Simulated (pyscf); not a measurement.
Structures and frequencies: ωB97X-D3(BJ)/def2-SVP in PySCF. Correlated levels are frozen-core, on RHF or UHF. ΔMP2 is the change of the MP2 total energy from the triple- to the quadruple-zeta basis.

Task: How much does it cost (ΔH, 298 K, CCSD(T)/def2-TZVPP + ΔMP2(QZVPP)) to split H₂C=CH–N: [singlet] at its C–H bond into •H₂C–C≡N + H•?

Result: C–H to •H₂C–C≡N + H•: -50.4 kJ/mol. The radicals are drawn with the spin at the cut bond; how far it spreads was not checked. H₂C=CH–N: [singlet] lies 453.3 kJ/mol over its isomer H₃C–C≡N, and others may lie lower still (electronic energy, ωB97M-D3(BJ)). Other isomers of •H₂C–C≡N were not searched in full and may lie lower. A restricted singlet here is unstable towards spin polarisation, as is usual where a triplet lies low; its energy is less safe. The CCSD(T) − MP2 part came from Ansatz, without density fitting, on the same reference. A UHF reference is spin-contaminated (<S²> up to 0.94), which harms MP2 most.
